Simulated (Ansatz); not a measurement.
Basis-set extrapolation for `CC(O)(O)O` (PBE0-D4/def2-TZVP geometry, frozen core, the Gaussian-basis code of Ansatz). Multiplicity 1, RHF reference.

|  | def2-TZVPP | def2-QZVPP |
| --- | --- | --- |
| HF | -303.961772 | -303.975859 |
| MP2 correlation | -1.065259 | -1.146750 |
| CCSD(T) correlation | -1.128826 | not run |

Energies in hartree. Use E(X) = E(∞) + A·exp(−7.88·√X) for Hartree–Fock and E(X) = E(∞) + B·X^(−2.97) for correlation, with X = 3 and 4, and add CCSD(T) minus MP2 of the smaller set to the MP2 limit.

Task: What is the CCSD(T) energy at the basis-set limit?

Result: HF limit: -303.975859 + (-0.014087) × 0.13774 = -303.97780. MP2 limit: -1.146750 + (-0.081491) × 0.74074 = -1.20711. Higher-order term: -1.128826 − (-1.065259) = -0.06357. Total: -305.24848 hartree, 99.1 kcal/mol below CCSD(T)/def2-TZVPP.
